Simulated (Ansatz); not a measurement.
in.yaml

```yaml
crystal:
  periodic: [false, false, false]
  atoms:
    - {symbol: Si, position_ang: [0.000000, 0.040626, 1.737197]}
    - {symbol: Ge, position_ang: [0.000000, -0.036181, -0.655626]}
    - {symbol: H, position_ang: [0.000000, 1.475453, -1.156210]}
basis:
  gaussian: {orbitals: cc-pVDZ}
magnetization: {spin_polarized: true, initial_magnetization: 1}
correlation: {method: ccsdtq, electrons: outside_noble_gas}
```

```sh
$ ansatz run in.yaml --threads 2 --pin off --events-out ev --progress --plain --max-ram 24576MiB --backend cuda --devices 0, --max-vram 18GiB
```

Output:

```
975 factors; integrals over basis functions are off by at most 1.4e-7 eV
mean field evaluation 1: about -64347.3878 eV, gradient 6.5e0 eV
mean field evaluation 2: about -64347.4019 eV, gradient 6.5e0 eV
mean field evaluation 4: about -64348.0630 eV, gradient 1.4e0 eV
mean field evaluation 8: about -64348.1840 eV, gradient 3.6e-1 eV
mean field evaluation 16: about -64348.3483 eV, gradient 1.2e-1 eV
mean field evaluation 32: about -64348.3954 eV, gradient 8.5e-2 eV
mean field evaluation 64: about -64347.6261 eV, gradient 3.9e-2 eV
mean field evaluation 96: about -64348.1900 eV, gradient 9.9e-4 eV
mean field evaluation 128: about -64348.3294 eV, gradient 8.1e-1 eV
mean field evaluation 160: about -64347.8363 eV, gradient 3.0e-1 eV
...
cycle  37  -5.10930573 eV  change   -2.2e-5 eV  update   1.5e-5
cycle  38  -5.10932143 eV  change   -1.6e-5 eV  update   1.2e-5
cycle  39  -5.10933058 eV  change   -9.1e-6 eV  update   8.8e-6
cycle  40  -5.10933384 eV  change   -3.3e-6 eV  update   6.3e-6
cycle  41  -5.10933790 eV  change   -4.1e-6 eV  update   4.7e-6
cycle  42  -5.10934359 eV  change   -5.7e-6 eV  update   3.8e-6
cycle  43  -5.10934973 eV  change   -6.1e-6 eV  update   3.1e-6
cycle  44  -5.10935390 eV  change   -4.2e-6 eV  update   2.2e-6
cycle  45  -5.10935473 eV  change   -8.3e-7 eV  update   1.5e-6
cycle  46  -5.10935453 eV  change    2.0e-7 eV  update   1.1e-6
Total energy: -64353.33989695 eV, -2364.9416209523 hartree
```

Ran on 2 threads of AMD EPYC 7R13 with a shared H100 80 GB, shared host: 1.8 min wall, 0.87 GiB peak host memory.
